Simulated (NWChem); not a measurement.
# Correlation energy of hydrogen peroxide (H2O2)

```xyz
4

O     -0.2942     0.6453    -0.0547
O      0.2942    -0.6453    -0.0547
H      0.3673     1.1503     0.4376
H     -0.3673    -1.1503     0.4376
```
Charge 0, spin multiplicity 1.

All runs are NWChem calculations. All single points use one geometry, from PBE0/def2-SVP, a minimum by its harmonic frequencies. It is one conformer; others weren't searched.

Basis set: 6-311G**. Each correlation energy counts from its own Hartree-Fock reference.

The correlated methods keep 2 core orbitals frozen. The Pople sets run with spherical d functions. No row is a measurement; the coupled-cluster row has its own basis-set and correlation limits.

Problem. For the correlation energy, MP2 gives -412.6 mHa and SCS-MP2 gives -404.1 mHa. What do CR-CCSD[T], CR-CCSD(T), CCSD give?

Solution. CR-CCSD[T]: -433.8 mHa; CR-CCSD(T): -433.5 mHa; CCSD: -423.5 mHa.
